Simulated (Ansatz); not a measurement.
Relaxation of CH8Si2 (11 atoms, charge 0, multiplicity 1), to a largest force component of 0.015 eV/Å in at most 40 steps.

Computed with RHF/cc-pVDZ (Ansatz).

```xyz
11
Properties=species:S:1:pos:R:3:forces:R:3
Si -1.036 0.945 -0.300 -2.11 2.79 -0.46
C -0.324 -0.687 -0.397 0.59 -1.12 -0.97
Si 1.228 -0.587 0.531 2.40 -0.83 1.87
H -2.295 0.992 -1.059 -0.49 0.00 -0.17
H -0.214 2.013 -0.956 0.25 -0.26 0.24
H -1.385 1.401 1.086 0.30 -0.23 -0.10
H -0.959 -1.435 0.042 -0.45 -0.42 0.20
H -0.098 -0.959 -1.442 -0.17 0.09 0.33
H 1.032 -0.223 2.012 -0.11 -0.09 -0.84
H 2.199 0.396 -0.033 -0.23 0.04 -0.08
H 1.919 -1.913 0.537 0.02 0.05 -0.01
```

Problem. Where does it end, and by what steps?

Solution. The forces met the threshold. After 5 steps the energy has fallen by 0.472 eV; Si1 moved furthest, 0.20 Å.

```json
{"step": "0", "energy less start (eV)": "0.0000", "largest force component (eV/Å)": "2.787", "accepted": "yes"}
{"step": "1", "energy less start (eV)": "-0.3845", "largest force component (eV/Å)": "1.044", "accepted": "yes"}
{"step": "2", "energy less start (eV)": "-0.4611", "largest force component (eV/Å)": "0.270", "accepted": "yes"}
{"step": "3", "energy less start (eV)": "-0.4697", "largest force component (eV/Å)": "0.137", "accepted": "yes"}
{"step": "4", "energy less start (eV)": "-0.4718", "largest force component (eV/Å)": "0.037", "accepted": "yes"}
{"step": "5", "energy less start (eV)": "-0.4720", "largest force component (eV/Å)": "0.005", "accepted": "yes"}
```

```xyz
11
Properties=species:S:1:pos:R:3
Si -1.184 1.055 -0.367
C -0.269 -0.605 -0.347
Si 1.374 -0.677 0.596
H -2.447 0.940 -1.148
H -0.338 2.109 -0.990
H -1.524 1.480 1.019
H -0.940 -1.360 0.079
H -0.081 -0.904 -1.384
H 1.167 -0.338 2.031
H 2.349 0.288 0.019
H 1.958 -2.045 0.514
```

Whether the end is a true minimum wasn't checked by a vibrational analysis.

The run took 26 s on 1 thread of Intel(R) Xeon(R) Processor @ 2.70GHz, on a shared host, peak memory 0.18 GiB.
